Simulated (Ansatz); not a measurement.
Two isomers of C7H16: A = `CCC(C)C(C)C`, B = `CCCCC(C)C`.

Gas-phase electronic energies from Ansatz, PBE0-D4/def2-TZVP geometries. CCSD(T)/CBS adds triple-zeta CCSD(T) − MP2 to the extrapolated MP2 energy (def2 sets, frozen cores). Functionals use def2-TZVPP. Each species was taken in one conformer, which may not be the lowest.

A:

Z-matrix (Å, degrees):
```
C
C 1 1.520
H 1 1.092 2 112.0
H 1 1.093 2 111.1 3 120.0
H 1 1.094 2 111.0 3 -120.3
C 2 1.528 1 113.9 3 62.8
H 2 1.096 1 109.3 3 -59.7
H 2 1.094 1 108.6 3 -175.1
C 6 1.540 2 113.2 1 165.8
C 6 1.523 2 111.5 1 -67.8
H 6 1.099 2 107.1 1 49.3
C 9 1.523 6 112.1 2 -69.3
C 9 1.523 6 113.5 2 56.7
H 9 1.098 6 105.9 2 174.3
H 10 1.093 6 111.0 2 -179.6
H 10 1.094 6 111.4 2 -59.5
H 10 1.092 6 111.7 2 60.5
H 12 1.094 9 111.3 6 -53.2
H 12 1.094 9 111.7 6 67.4
H 12 1.093 9 110.8 6 -173.2
H 13 1.094 9 111.3 6 -66.8
H 13 1.092 9 112.2 6 54.2
H 13 1.093 9 110.5 6 174.1
```

B:

```xyz
23

C     3.3854   -0.5498   -0.4971
C     2.0886   -0.8607    0.2293
C     0.8947   -0.1085   -0.3360
C    -0.4023   -0.4167    0.3933
C    -1.6501    0.2347   -0.1968
C    -1.5884    1.7548   -0.1430
C    -2.8982   -0.2720    0.5111
H     3.3159   -0.8128   -1.5565
H     3.6235    0.5162   -0.4390
H     4.2278   -1.1013   -0.0730
H     2.1948   -0.6180    1.2931
H     1.8899   -1.9379    0.1847
H     0.7812   -0.3574   -1.3992
H     1.1035    0.9664   -0.2974
H    -0.5490   -1.5039    0.4049
H    -0.3098   -0.1148    1.4455
H    -1.7133   -0.0652   -1.2518
H    -2.4997    2.1980   -0.5528
H    -1.4893    2.0989    0.8920
H    -0.7445    2.1534   -0.7095
H    -2.8788    0.0019    1.5710
H    -3.8052    0.1555    0.0758
H    -2.9767   -1.3608    0.4515
```

Which is lower in electronic energy at CCSD(T)/CBS, and by how much? (Estimate.)

Ansatz gave: B, by 0.6 kcal/mol.

Give E(B) − E(A) in kcal/mol with r2SCAN-D4, PBE-D4, PBE0-D4, CCSD/def2-TZVPP, ωB97M-V, CCSD(T)/def2-TZVPP, B2PLYP. (An estimate is asked.)

The calculation gave: r2SCAN-D4 -1.0, PBE-D4 -0.9, PBE0-D4 -1.0, CCSD/def2-TZVPP -0.9, ωB97M-V -0.6, CCSD(T)/def2-TZVPP -0.4, B2PLYP -1.8. None reverses the order clearly.

Largest T1 diagnostic: 0.009.

The D4 term adds +1.9 kcal/mol with B3LYP and +1.1 kcal/mol with PBE0; it sums over pairs of atoms, weighted by their polarisabilities, and B3LYP, whose exchange is more repulsive, gets the larger term. Leaving LDA and LC-ωPBE aside and taking each functional with its dispersion term where it has one, the values, not all of them listed here, spread over 1.4 kcal/mol, from B2PLYP to revPBE-D4. LDA lies +2.2 kcal/mol from PBE without D4.

B3LYP here is the variant with VWN-RPA as its local correlation; programs differ in this.
